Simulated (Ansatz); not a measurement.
Conformers of C$_{3}$H$_{7}$FO (`CC(O)CF`), each relaxed with PBE0-D4/def2-TZVP in Ansatz. CBS adds the triple-zeta coupled-cluster correction to the MP2 limit.

Not all of them had a frequency check.

Conformer A:

```xyz
12

C     0.151    0.671    1.135
C    -0.036    0.430   -0.351
O    -1.381    0.606   -0.746
C     0.465   -0.929   -0.785
F    -0.266   -1.917   -0.138
H    -0.243    1.652    1.404
H    -0.377   -0.087    1.718
H     1.208    0.633    1.411
H     0.534    1.175   -0.918
H    -1.895   -0.100   -0.341
H     1.519   -1.069   -0.529
H     0.320   -1.065   -1.859
```

Conformer B:

```xyz
12

C    -1.108    0.104   -0.857
C    -0.122   -0.403    0.168
O    -0.693   -0.226    1.447
C     1.192    0.334    0.074
F     2.054   -0.151    1.050
H    -1.302    1.169   -0.705
H    -0.732   -0.046   -1.871
H    -2.053   -0.430   -0.757
H     0.077   -1.471   -0.010
H    -0.027   -0.465    2.098
H     1.667    0.184   -0.899
H     1.048    1.402    0.261
```

Problem. Which is lowest in electronic energy at CCSD(T)/CBS (frozen core, def2 sets), and by how much? (Estimate.)

Solution. The calculation gave: B; A lies 3.6 kJ/mol higher.

Problem. Give the energies relative to B (kJ/mol) with r2SCAN/def2-TZVPP, B3LYP/def2-TZVPP, CCSD(T)/def2-TZVPP, HF/def2-QZVPP, HF/CBS(def2), MP2/CBS(def2), CCSD/CBS(def2). (An estimate is asked.)

Solution. The calculation gave: 
```tsv
level	A
r2SCAN/def2-TZVPP	3.4
B3LYP/def2-TZVPP	3.7
CCSD(T)/def2-TZVPP	3.0
HF/def2-QZVPP	3.8
HF/CBS(def2)	3.9
MP2/CBS(def2)	4.0
CCSD/CBS(def2)	3.8
```

B3LYP here is the variant with VWN-RPA as its local correlation; programs differ in this.
